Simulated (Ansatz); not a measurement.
From input file to script: C3H3NS, SMILES c1cnsc1 in Ansatz 0.2.0.

```yaml
crystal:
  periodic: [false, false, false]
  atoms:
    - { symbol: C, position_ang: [-0.3644, -0.5962, -0.0937] }
    - { symbol: C, position_ang: [1.0233, -0.4733, 0.1252] }
    - { symbol: "N", position_ang: [1.496, 0.7896, 0.2783] }
    - { symbol: S, position_ang: [0.1542, 1.7572, 0.1364] }
    - { symbol: C, position_ang: [-1.035, 0.6186, -0.1176] }
    - { symbol: H, position_ang: [-0.8603, -1.5479, -0.2303] }
    - { symbol: H, position_ang: [1.6795, -1.332, 0.1698] }
    - { symbol: H, position_ang: [-2.0932, 0.7841, -0.2679] }
accuracy: high
basis:
  gaussian:
    orbitals: cc-pVDZ
hamiltonian:
  xc:
    name: wB97
output:
  orbitals: {}
```

The script, `c3h3ns_energy.py`:
```python
"""Electronic structure of the C3H3NS molecule."""

from pathlib import Path

import ansatz as az
from ase import Atoms

atoms = Atoms(["C", "C", "N", "S", "C", "H", "H", "H"], positions=[
    [-0.3644, -0.5962, -0.0937],
    [1.0233, -0.4733, 0.1252],
    [1.496, 0.7896, 0.2783],
    [0.1542, 1.7572, 0.1364],
    [-1.035, 0.6186, -0.1176],
    [-0.8603, -1.5479, -0.2303],
    [1.6795, -1.332, 0.1698],
    [-2.0932, 0.7841, -0.2679],
])
geometry = az.Crystal.molecule_from_ase(atoms)

setup = (
    geometry.calculation()
    .basis(gaussian="cc-pVDZ")
    .functional(az.LibraryFunctional("wB97"))
    .accuracy("high")
    .orbitals()
)
result = setup.run(runs_dir="out")
r = result.report

print(f"E = {r['free_energy_ev']:.6f} eV = {r['free_energy_ev'] / 27.211386246:.7f} Ha")
print("converged:", r["converged"], " doubts:", r["published_state_doubts"] or "none")

state = r["mean_field"]["state"]
print(f"mean field: {state['energy']['hartree']:.7f} Ha, <S^2> = {abs(state['spin_squared']):.4f}, stability: {state.get('stability', {}).get('kind')}")

lines = Path(r["orbitals_path"]).read_text().splitlines()
field_of = lambda key: [line.split("=")[1].strip() for line in lines if line.startswith(key)]
orbitals = [(27.211386 * float(e), s, float(n)) for e, s, n in zip(field_of("Ene="), field_of("Spin="), field_of("Occup="))]
homo = max(e for e, _, n in orbitals if n > 0.5)
lumo = min(e for e, _, n in orbitals if n < 0.5)
for e, spin, n in sorted(orbitals):
    if homo - 6 < e < lumo + 5:
        print(f"{spin:6s} {e:10.3f} eV  occupation {n:.0f}")
```

```console
$ python c3h3ns_energy.py
E = -15483.529353 eV = -569.0092086 Ha
converged: True  doubts: none
mean field: -569.0092086 Ha, <S^2> = 0.0000, stability: minimum
Alpha     -14.861 eV  occupation 2
Alpha     -14.820 eV  occupation 2
Alpha     -14.369 eV  occupation 2
Alpha     -12.390 eV  occupation 2
Alpha     -11.435 eV  occupation 2
Alpha     -10.423 eV  occupation 2
Alpha      -9.868 eV  occupation 2
Alpha       1.399 eV  occupation 0
Alpha       3.782 eV  occupation 0
Alpha       3.954 eV  occupation 0
Alpha       4.541 eV  occupation 0
Alpha       5.214 eV  occupation 0
Alpha       6.138 eV  occupation 0
Alpha       6.363 eV  occupation 0
```

What to keep in mind:
- These settings explore the input space; basis and method may be short of convergence.
- The geometry is a force-field or estimated start, not a minimum of this method, and the basis set is short of its limit.
- Alpha marks a spatial orbital of a restricted run, filled by both spins.
- Levels such as HOMO and LUMO are orbital energies: with these approximate functionals they aren't the ionisation energy and electron affinity, and their gap isn't the fundamental gap.
- Hardware and time: 23 s on 1 thread of Arm Neoverse V2 (shared host), peak memory 0.52 GiB.

(Lines on the test bed's own set-up are left out of the output.)
